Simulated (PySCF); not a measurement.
# Highest orbital energy against ionisation energy along the halogens

Calculated with PySCF 2.14, no spin-orbit coupling. Each cell gives −ε(HOMO) / ΔSCF in eV; NIST values include spin-orbit coupling, (s) semi-empirical, (t) theoretical.

```json
{"species": "F (aug-cc-pVQZ-DK, spin-free X2C)", "UHF": "18.490 / 15.639", "LDA": "10.358 / 17.947", "PBE": "10.298 / 17.645", "PBE0": "12.558 / 17.434", "r2SCAN": "10.780 / 17.525", "NIST (lowest levels)": "17.423"}
{"species": "Cl (aug-cc-pVQZ-DK, spin-free X2C)", "UHF": "13.068 / 11.748", "LDA": "8.194 / 13.187", "PBE": "8.119 / 12.956", "PBE0": "9.588 / 12.939", "r2SCAN": "8.440 / 12.979", "NIST (lowest levels)": "12.968"}
{"species": "Br (aug-cc-pVQZ-DK, spin-free X2C)", "UHF": "11.781 / 10.713", "LDA": "7.561 / 12.074", "PBE": "7.431 / 11.785", "PBE0": "8.748 / 11.792", "r2SCAN": "7.753 / 11.850", "NIST (lowest levels)": "11.814"}
{"species": "I (aug-cc-pVQZ-DK3, spin-free X2C)", "UHF": "10.416 / 9.543", "LDA": "6.877 / 10.805", "PBE": "6.729 / 10.512", "PBE0": "7.876 / 10.536", "r2SCAN": "7.002 / 10.538", "NIST (lowest levels)": "10.451"}
```

Task: How far is −ε(HOMO) from ΔSCF on average for each method, and why?

Result: UHF 1.53 eV; LDA -5.26 eV; PBE -5.08 eV; PBE0 -3.48 eV; r2SCAN -4.73 eV. Hartree-Fock orbital energies lack relaxation and so exceed the ΔSCF value; semilocal functionals have convex E(N) from self-interaction, so their HOMO lies far too high; exact exchange moves hybrids part of the way back.
